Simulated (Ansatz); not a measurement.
For hexagonal BN, PBE-D3(BJ) (Ansatz, an electronic-structure program, PAW) gives:

```
Item                  Result
-------------------  -------
lattice constant a   2.507 Å
lattice parameter c  6.618 Å
```

Problem. What does PBE0 in Ansatz (plane waves, PAW) give for the same quantities?

Solution. 
- lattice constant a: 2.495 Å (falls by 0.5 %)
- lattice parameter c: 7.919 Å (increases by 20 %)

For comparison: lattice constant a 2.504 Å (measured, 297 K, not corrected to a static lattice; as tabulated in Ioffe Institute, New Semiconductor Materials archive); lattice parameter c 6.661 Å (measured, 297 K, no zero-point or thermal correction; as tabulated in Ioffe Institute, New Semiconductor Materials archive).

Changes are worked out from the printed values.

Unless a cell is named, each level is at its own relaxed cell (PBE-D3(BJ) 9.00, PBE0 10.68 Å³/atom).

Caveats: the cell comes from a level without a dispersion term, which matters for the spacing of layers, chains or molecules (PBE0). Ansatz's density-functional and Hartree–Fock values are scalar-relativistic unless marked +SOC, with PAW data made under PBE.
